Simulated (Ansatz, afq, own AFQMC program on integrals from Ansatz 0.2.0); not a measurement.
**AlSiH, triplet → AlSiH⁺, quartet, worked out**

```yaml
atoms:
  - { symbol: Si, position_ang: [0.0000, 0.0000, 2.0886] }
  - { symbol: Al, position_ang: [0.0000, 0.0000, -0.2449] }
  - { symbol: H, position_ang: [0.0000, 0.0000, -1.8437] }
```

Connectivity, by distances: Si–AlH.

Both states at this geometry.

Basis cc-pVDZ. Only valence electrons are correlated. Integrals, coupled cluster, full CI and functionals: Ansatz 0.2.0; the random walks run on the same integrals in our own AFQMC program. The CISD trial takes its coefficients from CCSD amplitudes. Released means that phaseless walkers are propagated on without the constraint, phases kept. Uncertainties: one standard error, sampling alone.

Total energies in eV. CBS is CCSD(T) at the limit of def2-TZVPP/QZVPP (extrapolated itself); the highest rung of each member is named.

Cautions: AlSiH (triplet): the released energies are still falling, so no released level is given (meV from the phaseless value at times in 1/Eh: -7 ± 4 at 0.24, -8 ± 4 at 0.51, -14.3 ± 2.4 at 0.99, -19.8 ± 2.1 at 1.62, -25 ± 3 at 2.40), though the last usable value meets CCSDTQ within the noise, its ph-AFQMC/CISD value lies 24 ± 4 meV above CCSDTQ; AlSiH⁺ (quartet): lower spins were not checked, the released energies are still falling, so no released level is given (meV from the phaseless value at times in 1/Eh: -4 ± 3 at 0.24, -7 ± 3 at 0.51, -9.3 ± 2.2 at 0.99, -12.2 ± 2.3 at 1.62, 12 ± 26 at 2.40), full CI with its own frozen core, its ph-AFQMC/CISD value lies 18 ± 3 meV above full CI; this needn't be the first ionization; core correlation is missing, and it shifts such a gap most where an s electron is promoted.

| member | count | CCSD(T)/cc-pVDZ | highest rung in cc-pVDZ | which | CCSD(T)/CBS |
| --- | --- | --- | --- | --- | --- |
| AlSiH⁺, quartet | +1 | -14454.9438 | -14454.9938 | FCI | -14456.5144 |
| AlSiH, triplet | -1 | -14462.9720 | -14463.0301 | CCSDTQ | -14464.8270 |

Question: Work out the best estimate of the vertical ionization energy: the CCSD(T)/CBS difference plus the step from CCSD(T) to the highest rung.

Answer: Sums with the counts: CCSD(T)/CBS 8.3126 eV, highest rung 8.0363 eV, CCSD(T)/cc-pVDZ 8.0282 eV. The step is 8.0363 − 8.0282 = 0.0081 eV, so the best estimate is 8.3126 + (0.0081) = 8.3207 eV = 191.9 kcal/mol. The basis set is worth 0.284 eV of it. Zero-point, core-correlation and spin–orbit terms aren't in it. Past Ne the Hartree–Fock part of each CBS total tends to overshoot, since the cores don't follow the formula; that largely cancels in the difference.

Best estimates are given only where the step beyond CCSD(T) is under 0.3 eV and no member's determinant is very poor (T1 over 0.05, or 0.07 for open shells, ⟨S²⟩ too high by 0.3, two states mixed), so the hardest cases are missing from such tables.

CCSDT and higher add their correlation energy to the determinant of the CCSD(T) run, since their own runs factorise the integrals more tightly (a shift of under 2 meV). Each member of a difference takes its own highest rung, so a best estimate needn't equal the limit plus the step of one row.
